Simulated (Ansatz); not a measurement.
`C=C=CCN` → `C=C=CN` + `[CH2]` (triplet) at 500 K and 1 bar (formal loss of a carbene).

Calculated with Ansatz (gas phase, PBE0-D4/def2-TZVP geometries, no zero-point term in ΔE). CBS: MP2 limit from def2 TZ/QZ plus the TZ coupled-cluster correction, frozen cores. This one scheme is used for every species. Triplets are unrestricted, without spin–orbit coupling. One conformer a species, not always the lowest.

```tsv
species	CCSD(T)/CBS energy (Eh)	H − E (kJ/mol)	S (J/(mol·K))
`C=C=CCN`	-211.05424	311.1	378.8
`C=C=CN`	-171.79482	227.4	333.0
`[CH2]` (triplet)	-39.09499	62.7	213.9
```

H − E and S are ideal-gas, rigid-rotor, harmonic terms from PBE0-D4/def2-TZVP, for one conformer and one mirror image of each species, with the whole ground term of open shells counted as degenerate. 1 Eh = 2625.50 kJ/mol, R = 8.31446 J/(mol·K).

Problem. By hand: ΔE, ΔH, ΔS and ΔG.

Solution. ΔE = (-171.79482) + (-39.09499) − (-211.05424) = 0.16443 Eh = 431.7 kJ/mol. Δ(H − E) = 227.4 + 62.7 − 311.1 = -21.0, so ΔH = 410.7 kJ/mol. ΔS = 333.0 + 213.9 − 378.8 = 168.1 J/(mol·K). ΔG = 410.7 − 500 × (168.1)/1000 = 326.6 kJ/mol.

Problem. By hand: the equilibrium constant, and the temperature at which ΔG would vanish if ΔH and ΔS stayed fixed.

Solution. log₁₀ K = −ΔG/(RT ln 10) = -34.1. ΔG = 0 at ΔH/ΔS = 2443 K.

The number of gas molecules changes by +1, which sets the sign of ΔS. A doubt of 5 kJ/mol in ΔE shifts log₁₀ K by 0.5 here. Other conformers and mirror images would add mixing entropy, several J/(mol·K) or more a flexible species. A triplet takes part, so the spin changes. These are equilibria of isolated gas molecules and say nothing of rates. Largest T1 diagnostic: 0.012 (customary marks: 0.02 for closed shells, 0.045 for open ones).
